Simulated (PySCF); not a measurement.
# singlet BNH2: levels of theory compared

Aim: a comparison of 6 runs (B2PLYP/STO-3G, B3LYP/STO-3G, r2SCAN/STO-3G, BCCD(T)/STO-3G, CCSDT(Q)/STO-3G, CCSDTQ/STO-3G) of singlet BNH2. Input form: a Python script.

The calculation is run with PySCF 2.14.0.

11 further runs of the same task are left out: 4 that didn't finish, 7 set aside as unsound or not needed.

## (1) Starting point

BNH2: 4 atoms, total charge 0, spin state singlet. SMILES of the parent species: `B[N]`. The shape is that of a GFN2-xTB optimisation. That shape belongs to the parent species and isn't relaxed for this state.

Bond lengths: B1–N2 1.312 Å, B1–H3 1.184 Å, B1–H4 1.184 Å. Angles: N2–B1–H3 118.7°, N2–B1–H4 118.7°, H3–B1–H4 122.6°.

## (2) A single-point energy at B2PLYP/STO-3G (run 1)

File calc.py:

```python
from pyscf import gto, dft, mp

molecule = gto.M(
    atom=[
    ('B', (-0.035750, 0.006580, -0.023930)),
    ('N', (1.041780, -0.191660, 0.697680)),
    ('H', (-1.056920, -0.473990, 0.334600)),
    ('H', (0.050890, 0.659060, -1.008340)),
],
    charge=0,
    max_memory=1860,
    verbose=3,
    basis='sto-3g',
)

myscf = dft.RKS(molecule, xc='0.53*HF + 0.47*B88, 0.73*LYP')
myscf.grids.level = 5
myscf.conv_tol = 1e-10
myscf.kernel()
if not myscf.converged:
    myscf = myscf.newton().run(myscf.mo_coeff, myscf.mo_occ)

pt = mp.MP2(myscf, frozen=2).run()
etot = myscf.e_tot + 0.27 * pt.e_corr
print('PT2 part  %.8f' % (0.27 * pt.e_corr))
print('E(%s) = %.9f' % ('B2PLYP', etot))
```

Run with:

```console
$ OMP_NUM_THREADS=1 python calc.py
```

The log of the run:

```text
converged SCF energy = -79.4858885975023
E(RMP2) = -79.6097212382903  E_corr = -0.12383264078793
E(SCS-RMP2) = -79.6153723456363  E_corr = -0.129483748133925
PT2 part  -0.03343481
E(B2PLYP) = -79.519323411
```

Run time: 1.8 s. Hardware: 1 thread of Arm Neoverse V1, shared host; peak memory 0.17 GiB.

## (3) A single-point energy at B3LYP/STO-3G (run 2)

File run.py:

```python
from pyscf import gto, dft

mol = gto.Mole()
mol.atom = '''
B   -0.035750   0.006580  -0.023930
N    1.041780  -0.191660   0.697680
H   -1.056920  -0.473990   0.334600
H    0.050890   0.659060  -1.008340
'''
mol.basis = 'sto-3g'
mol.max_memory = 1860
mol.charge = 0
mol.verbose = 4
mol.build()

mf = dft.RKS(mol)
mf.xc = 'b3lyp'
mf.conv_tol = 1e-10
mf.grids.level = 5
mf.kernel()
if not mf.converged:
    mf = mf.newton().run(mf.mo_coeff, mf.mo_occ)

e_tot = mf.e_tot
print('E = %.10f Eh' % e_tot)
```

Run with:

```console
$ OMP_NUM_THREADS=1 python run.py
```

The log of the run:

```text
PySCF version 2.14.0

[... 68 lines left out ...]
converged SCF energy = -79.6518450402768
E = -79.6518450403 Eh
```

Wall time 1.8 s (1 thread of Arm Neoverse V1, shared host); peak memory 0.17 GiB.

## (4) The energy at r2SCAN/STO-3G (run 3)

File mol.xyz:

```xyz
4
BH2N
B     -0.035750     0.006580    -0.023930
N      1.041780    -0.191660     0.697680
H     -1.056920    -0.473990     0.334600
H      0.050890     0.659060    -1.008340
```

File input.py:

```python
from pyscf import gto, dft

system = gto.M(
    atom='mol.xyz',
    verbose=3,
    basis='sto-3g',
    max_memory=1860,
    charge=0,
)

mf = dft.RKS(system, xc='r2scan')
mf.conv_tol = 1e-10
mf.grids.level = 5
mf.kernel()
if not mf.converged:
    mf = mf.newton().run(mf.mo_coeff, mf.mo_occ)

etot = mf.e_tot
print(f'total energy: {etot:.8f} hartree')
```

Run with:

```console
$ OMP_NUM_THREADS=1 python input.py
```

The log of the run:

```text
converged SCF energy = -79.6028796424637
total energy: -79.60287964 hartree
```

It took 2 s on 1 thread of Arm Neoverse V1, shared host; peak memory 0.17 GiB.

Runs 4 to 5 aren't shown in full; the table further down has their settings and results.

## (5) A single-point energy at CCSDTQ/STO-3G (run 6)

File input.py:

```python
from pyscf import gto, cc

molecule = gto.M(
    atom='''
B     -0.067558     0.012434    -0.045221
N      1.968679    -0.362185     1.318424
H     -1.997289    -0.895711     0.632302
H      0.096168     1.245443    -1.905486
''',
    charge=0,
    unit='bohr',
    basis='sto-3g',
    max_memory=1860,
    verbose=4,
)

mf = molecule.RHF()
mf.conv_tol = 1e-10
mf.kernel()
if not mf.converged:
    mf = mf.newton().run(mf.mo_coeff, mf.mo_occ)

mycc = cc.CCSDTQ(mf, frozen=2)
mycc.kernel()
e_tot = mycc.e_tot
print('Final energy', e_tot)
```

Run with:

```console
$ OMP_NUM_THREADS=1 python input.py
```

The log of the run:

```text
PySCF version 2.14.0

[... 56 lines left out ...]
converged SCF energy = -79.1682829137121
[... 16 lines left out ...]
WARN: A large `blksize` is being used, which may cause large memory consumption
[... 10 lines left out ...]
Init t2, MP2 energy = -79.248439704228  E_corr(MP2) -0.080156790516
[... 20 lines left out ...]
RCCSDTQ converged
[... 3 lines left out ...]
Final energy -79.2875967471512
```

Run time: 12 s. Hardware: 1 thread of Arm Neoverse V1, shared host; peak memory 0.13 GiB.

## (6) Overview of the runs

| run | level | frozen core orbitals | integration grid | energy (Eh) | dipole moment (D) of the reference | HOMO energy (eV) | LUMO energy (eV) | wall time |
| --- | --- | --- | --- | --- | --- | --- | --- | --- |
| 1 | B2PLYP/STO-3G | 2 | 5 | -79.519323 | 0.77 | -8.46 | 0.16 | 1.8 s |
| 2 | B3LYP/STO-3G | – | 5 | -79.651845 | 0.92 | -6.70 | -2.37 | 1.8 s |
| 3 | r2SCAN/STO-3G | – | 5 | -79.602880 | 1.03 | -5.70 | -3.23 | 2 s |
| 4 | BCCD(T)/STO-3G | 2 | – | -79.285866 | – | – | – | 1.1 s |
| 5 | CCSDT(Q)/STO-3G | 2 | – | -79.287612 | 0.67 | -10.98 | 4.20 | 1.2 s |
| 6 | CCSDTQ/STO-3G | 2 | – | -79.287597 | 0.67 | -10.98 | 4.20 | 12 s |

## (7) Outcome

| quantity | value |
| --- | --- |
| run 6: total energy | -79.28760 Eh |
| run 6: dipole moment (Hartree–Fock density) | 0.67 D |
| run 6: HOMO energy (Hartree–Fock orbitals) | -10.98 eV |
| run 6: LUMO energy (Hartree–Fock orbitals) | 4.20 eV |
| run 6: HOMO–LUMO gap (Hartree–Fock orbitals) | 15.19 eV |
| run 6: correlation energy (2 core orbitals frozen) | -119.3 mEh |
| run 6: T1 diagnostic | 0.042 |

**Reading.** Over runs 1, 2, 3 the dipole moment (its size) runs from 0.77 D (B2PLYP/STO-3G) to 1.03 D (r2SCAN/STO-3G). A double hybrid's value is that of its SCF part. Over runs 1, 2, 3 the HOMO–LUMO gap runs from 2.47 eV (r2SCAN/STO-3G) to 8.62 eV (B2PLYP/STO-3G). Totals of different functionals can't be ranked against each other. In runs 1, 2, 3, 4, 5, 6 the basis is minimal, so the values are rough. All runs together took 20 s, the longest 12 s.
